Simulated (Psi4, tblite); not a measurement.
Interaction energy of C2H2 ··· CH4O (SMILES C#C and CO), singlet. Monomers: optimised at B3LYP-D3(BJ) (def2-TZVP), held rigid. Orientation: lowest of the rigid-body minima from ten starts at GFN2-xTB. R is the distance of the centres of mass, along which the second monomer moves.

- B3LYP/def2-TZVP, counterpoise-corrected (Psi4)
- GFN2-xTB (tblite)
- SAPT0/jun-cc-pVDZ, frozen core (Psi4)

Interaction energies in kcal/mol:

```tsv
R / Å	B3LYP/def2-TZVP	GFN2-xTB
3.49	1.80	2.24
3.65	-0.88	-0.56
3.84	-2.17	-1.89
4.06	-2.45	-2.22
4.30	-2.18	-2.05
4.43	-1.96	-1.88
4.74	-1.47	-1.48
5.09	-1.04	-1.10
5.56	-0.68	-0.74
6.24	-0.41	-0.44
7.29	-0.21	-0.22
8.59	-0.10	-0.11
```

What does SAPT0/jun-cc-pVDZ give at the same points?

3.49: -0.14; 3.65: -2.48; 3.84: -3.50; 4.06: -3.54; 4.30: -3.07; 4.43: -2.76; 4.74: -2.08; 5.09: -1.50; 5.56: -0.98; 6.24: -0.57; 7.29: -0.28; 8.59: -0.13 (kcal/mol).
